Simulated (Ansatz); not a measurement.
Compare A (`C=COCCC`) with its isomer B (`OC1CCCC1`).

Calculated with Ansatz (gas phase, PBE0-D4/def2-TZVP geometries, no zero-point term in ΔE). CCSD(T)/CBS is the MP2 limit (def2-TZVPP, def2-QZVPP) plus CCSD(T) − MP2 in def2-TZVPP, frozen cores. DFT in def2-TZVPP. B3LYP here is the variant with VWN-RPA as its local correlation; programs differ in this. One conformer a species, not always the lowest.

Question: Which is lower in electronic energy at CCSD(T)/CBS, and by how much? (An estimate is asked.)

Answer: The calculation gave: B, by 20.3 kcal/mol.

Question: Give E(B) − E(A) in kcal/mol with MP2/def2-TZVPP, B3LYP, CCSD(T)/def2-TZVPP, B2PLYP, PBE0-D4, PBE-D4, CCSD/def2-TZVPP. (Estimate.)

Answer: The calculation gave: MP2/def2-TZVPP -22.8, B3LYP -13.1, CCSD(T)/def2-TZVPP -20.2, B2PLYP -16.2, PBE0-D4 -21.8, PBE-D4 -18.4, CCSD/def2-TZVPP -20.3. None reverses the order clearly.

Largest T1 diagnostic: 0.011.

The D4 term adds −2.0 kcal/mol with B3LYP and −1.0 kcal/mol with PBE0; it sums over pairs of atoms, weighted by their polarisabilities, and B3LYP, whose exchange is more repulsive, gets the larger term. In def2-TZVPP, CCSD(T) changes the Hartree–Fock value by −6.2 kcal/mol (the triples alone add +0.2 kcal/mol) and MP2 by −8.9 kcal/mol.
